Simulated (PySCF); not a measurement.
# One shape, several levels: SiO2 (silicon dioxide molecule)

Wanted: a comparison of 6 runs (B2PLYP/STO-3G, SVWN5/STO-3G, NEVPT2(2,2)/STO-3G, QCISD(T)/STO-3G, CCSD(T)/STO-3G, FCI/STO-3G) of SiO2 (silicon dioxide molecule). The job is set up through a Python script.

The calculation is run with PySCF 2.14.0.

6 further runs of the same task are left out: 2 that didn't finish, 4 set aside as unsound or not needed.

**1. The molecule**

The species is SiO2 (3 atoms), meant as a singlet with charge 0. As SMILES, `O=[Si]=O`. One bond was lengthened or shortened from a relaxed shape.

Bond lengths: O1–Si2 1.807 Å, Si2–O3 1.506 Å. Angles: O1–Si2–O3 180.0°.

**2. The energy at B2PLYP/STO-3G (run 1)**

input.py reads:

```python
from pyscf import gto, dft, mp

molecule = gto.M(
    atom='''
O      1.582196     2.788278     1.176355
Si    -0.000019     0.000000     0.000000
O     -1.318519    -2.323626    -0.980314
''',
    basis='sto-3g',
    max_memory=1860,
    unit='bohr',
    verbose=3,
)

ks = dft.RKS(molecule, xc='0.53*HF + 0.47*B88, 0.73*LYP')
ks.grids.level = 5
ks.conv_tol = 1e-10
ks.kernel()
if not ks.converged:
    ks = ks.newton().run(ks.mo_coeff, ks.mo_occ)

pt = mp.MP2(ks, frozen=7).run()
e_final = ks.e_tot + 0.27 * pt.e_corr
print('PT2 part  %.8f' % (0.27 * pt.e_corr))
print('Final energy', e_final)
```

The run is started by

```
$ OMP_NUM_THREADS=1 python input.py
```

Standard output:

```text
converged SCF energy = -433.964913261909
E(RMP2) = -434.302138410543  E_corr = -0.337225148634582
E(SCS-RMP2) = -434.284458028242  E_corr = -0.319544766333378
PT2 part  -0.09105079
Final energy -434.05596405204017
```

Wall time 1.4 s (1 thread of AMD EPYC 9R45 (Zen 5), shared host); peak memory 0.19 GiB.

**3. A single-point energy at SVWN5/STO-3G (run 2)**

mol.xyz reads:

```xyz
3

O      0.837262     1.475493     0.622500
Si    -0.000010     0.000000     0.000000
O     -0.697730    -1.229610    -0.518760
```

job.py reads:

```python
from pyscf import gto, dft

system = gto.M(
    atom='mol.xyz',
    charge=0,
    max_memory=1860,
    verbose=3,
    basis='sto-3g',
)

calc0 = dft.RKS(system, xc='svwn')
calc0.conv_tol = 1e-10
calc0.grids.level = 5
calc0.kernel()
if not calc0.converged:
    calc0 = calc0.newton().run(calc0.mo_coeff, calc0.mo_occ)

e_final = calc0.e_tot
print('E(%s) = %.9f' % ('SVWN5', e_final))
```

The run is started by

```
$ OMP_NUM_THREADS=1 python job.py
```

Standard output:

```text
converged SCF energy = -432.128515666827
E(SVWN5) = -432.128515667
```

Run time: 0.96 s. Hardware: 1 thread of AMD EPYC 9R45 (Zen 5), shared host; peak memory 0.14 GiB.

Runs 3 to 5 aren't shown in full; the table further down has their settings and results.

**4. A single-point energy at FCI/STO-3G (run 6)**

calc.py reads:

```python
from pyscf import gto, scf, mcscf
from pyscf import fci

mol = gto.M(
    atom=[
    ('O', (0.837262, 1.475493, 0.622500)),
    ('Si', (-0.000010, 0.000000, -0.000000)),
    ('O', (-0.697730, -1.229610, -0.518760)),
],
    max_memory=1860,
    verbose=3,
    basis='sto-3g',
)

myscf = scf.RHF(mol)
myscf.conv_tol = 1e-10
myscf.kernel()
if not myscf.converged:
    myscf = myscf.newton().run(myscf.mo_coeff, myscf.mo_occ)

cas = mcscf.CASCI(myscf, myscf.mo_coeff.shape[-1] - 7, (mol.nelec[0] - 7, mol.nelec[1] - 7))  # full CI above the frozen core
cas.fcisolver = fci.direct_spin0.FCI(mol)  # even spin states alone
cas.kernel()
print('<S^2> = %.4f' % cas.fcisolver.spin_square(cas.ci, cas.ncas, cas.nelecas)[0])
etot = cas.e_tot
print('E(%s) = %.9f' % ('FCI', etot))
```

The run is started by

```
$ OMP_NUM_THREADS=1 python calc.py
```

Standard output:

```text
converged SCF energy = -433.114375269475
CASCI E = -433.344022865144  E(CI) = -55.6669229021659  S^2 = 0.0000000
<S^2> = 0.0000
E(FCI) = -433.344022865
```

Wall time 1.7 s (1 thread of AMD EPYC 9R45 (Zen 5), shared host); peak memory 0.17 GiB.

**5. The series**

| run | level | frozen core orbitals | integration grid | energy (Eh) | dipole moment (D) of the reference | HOMO energy (eV) | LUMO energy (eV) | wall time |
| --- | --- | --- | --- | --- | --- | --- | --- | --- |
| 1 | B2PLYP/STO-3G | 7 | 5 | -434.055964 | 0.48 | -4.77 | 4.17 | 1.4 s |
| 2 | SVWN5/STO-3G | – | 5 | -432.128516 | 0.36 | -1.90 | 0.49 | 0.96 s |
| 3 | NEVPT2(2,2)/STO-3G | – | – | -433.296899 | 0.37 | -7.80 | 7.00 | 0.88 s |
| 4 | QCISD(T)/STO-3G | 7 | – | -433.356615 | 0.37 | -7.80 | 7.00 | 0.44 s |
| 5 | CCSD(T)/STO-3G | 7 | – | -433.341095 | 0.37 | -7.80 | 7.00 | 0.36 s |
| 6 | FCI/STO-3G | 7 | – | -433.344023 | 0.37 | -7.80 | 7.00 | 1.7 s |

**6. Results**

| quantity | value |
| --- | --- |
| run 6: total energy | -433.34402 Eh |
| run 6: dipole moment (Hartree–Fock density) | 0.37 D |
| run 6: HOMO energy (Hartree–Fock orbitals) | -7.80 eV |
| run 6: LUMO energy (Hartree–Fock orbitals) | 7.00 eV |
| run 6: HOMO–LUMO gap (Hartree–Fock orbitals) | 14.80 eV |
| run 6: correlation energy (7 core orbitals frozen) | -229.6 mEh |

**Reading.** Against full CI in this basis: QCISD(T) -12.6 mEh; CCSD(T) +2.9 mEh. Totals of different functionals can't be ranked against each other. In runs 4, 5 the T1 diagnostic is large, so a single reference may not serve. In runs 1, 2, 3, 4, 5, 6 the basis is minimal, so the values are rough. All runs together took 5.8 s, the longest 1.7 s.
